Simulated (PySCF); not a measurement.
# Stretching PN

Set-up: basis P def2-TZVPPD, N def2-TZVPPD; no relativity; PySCF 2.14. Energies in eV from P + N in their ground configurations at the same level. All curves are PBE0. state 1: ¹Σ⁺ (singlet), closed shell; state 2: triplet, unpaired electrons π ↑↑, a mixture of terms (⟨Lz²⟩ = 2.0), a second solution, started from another occupation; state 3: ⁵Σ⁺ (quintet), unpaired electrons π ↑↑↑↑, a second solution, started from another occupation.

```tsv
R (Å)	state 1	state 2	state 3
1.274	-3.742	1.811	7.941
1.334	-4.992	-0.011	5.391
1.393	-5.686	-1.252	3.469
1.438	-5.932	-1.890	2.352
1.482	-5.998	-2.333	1.455
1.526	-5.923	-2.620	0.741
1.586	-5.657	-2.811	0.020
1.660	-5.138	-2.824	-0.595
1.749	-4.346	-2.622	-1.027
1.867	-3.161	-2.197	-1.252
```

Problem. Put a parabola through the three lowest points of the state 1 curve and estimate Re, k and ωe (reduced mass 9.643 u; 1 eV/Å² = 0.16022 mdyn/Å; ωe = 1302.8·√(k/μ) cm⁻¹).

Solution. Through R = 1.438, 1.482, 1.526 Å the second-order coefficient is 36.4 eV/Å², so Re ≈ 1.481 Å, k ≈ 11.7 mdyn/Å and ωe ≈ 1433 cm⁻¹. A polynomial fit of higher order to the unrounded PBE0 energies gives Re = 1.479 Å, k = 11.6 mdyn/Å, ωe = 1429 cm⁻¹; anharmonicity and rounding make the difference.

The higher-order fit for each curve: state 1: Re = 1.479 Å, ωe = 1429 cm⁻¹, De = 6.00 eV; state 2: Re = 1.626 Å, ωe = 1030 cm⁻¹, minimum 2.84 eV below the ground-state fragments; state 3: Re = 1.908 Å, ωe = 643 cm⁻¹, minimum 1.26 eV below the ground-state fragments.

⟨S²⟩ of the unrestricted solution departs from its pure value on part of the curve, where spin states mix.
